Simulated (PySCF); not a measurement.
Molecule (SMILES): N#N (N2).
Geometry (B3LYP-D3(BJ)/def2-TZVP, fixed):
```
N
N 1 1.0909
```

Basis-set convergence of the mean static polarisability at HF with PySCF. All functions are spherical. Density fitting with generated auxiliary sets. No added dispersion term, no relativity. Reference: the value in aug-cc-pV5Z, 11.47 bohr³. Deviations are taken from unrounded values.

```json
[
 {"basis": "aug-cc-pVDZ", "functions": "46", "mean static polarisability (bohr³)": "11.22", "minus reference (%)": "-2.2"},
 {"basis": "Sadlej pVTZ", "functions": "48", "mean static polarisability (bohr³)": "11.30", "minus reference (%)": "-1.5"},
 {"basis": "cc-pVTZ", "functions": "60", "mean static polarisability (bohr³)": "9.58", "minus reference (%)": "-16.5"},
 {"basis": "def2-TZVPP", "functions": "62", "mean static polarisability (bohr³)": "10.16", "minus reference (%)": "-11.4"},
 {"basis": "d-aug-cc-pVDZ", "functions": "64", "mean static polarisability (bohr³)": "11.43", "minus reference (%)": "-0.4"},
 {"basis": "def2-TZVPPD", "functions": "74", "mean static polarisability (bohr³)": "11.38", "minus reference (%)": "-0.8"},
 {"basis": "jun-cc-pV(T+d)Z", "functions": "78", "mean static polarisability (bohr³)": "11.44", "minus reference (%)": "-0.3"},
 {"basis": "d-aug-cc-pVTZ", "functions": "124", "mean static polarisability (bohr³)": "11.48", "minus reference (%)": "0.1"},
 {"basis": "aug-cc-pVQZ", "functions": "160", "mean static polarisability (bohr³)": "11.47", "minus reference (%)": "0.0"}
]
```
